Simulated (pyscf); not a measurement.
H₂Si=C(Cl)–Cl + H₂ -> H₃Si–CH(Cl)–Cl, an addition across a multiple bond or ene-type step (singlet surface; H–H broken, C–H, H–Si formed). Optimised with ωB97X-D3(BJ)/def2-SVP in PySCF. Energies in kcal/mol from the separated reactants.

AM1 to PM7: differences of heats of formation from MOPAC, which are fitted to 298 K values and so differ in kind from electronic energies by zero-point and thermal terms. 

Task: Quick PM6 single points give ΔE‡ = 25.8 kcal/mol and ΔE = -28.0 kcal/mol. What does ωB97M-D3(BJ)/def2-TZVP give, and how far is the quick result from it?

Result: ωB97M-D3(BJ)/def2-TZVP gives ΔE‡ = 40.8 kcal/mol and ΔE = -58.4 kcal/mol. PM6 lies 15.1 kcal/mol under it in the barrier and 30.4 kcal/mol over it in the reaction energy, so on this step it does not hold to within 3.0 kcal/mol. ωB97M-D3(BJ)/def2-TZVP has limits of its own. From the product side, H₃Si–CH•–Cl + Cl• lies, by one bond made or cut, 23.2 kcal/mol under this saddle at ωB97M-D3(BJ)/def2-TZVP. H₂Si=C(Cl)–Cl lies 77.0 kcal/mol over its isomer H₂C=Si(Cl)–Cl (electronic energy, ωB97M-D3(BJ)/def2-TZVP). H₃Si–CH(Cl)–Cl lies 85.7 kcal/mol over its isomer H₃C–SiH(Cl)–Cl (electronic energy, ωB97M-D3(BJ)/def2-TZVP). One saddle was located; it need not be the lowest between these sides. One closed-shell reference is unstable to symmetry breaking; treat the single-reference values with care.
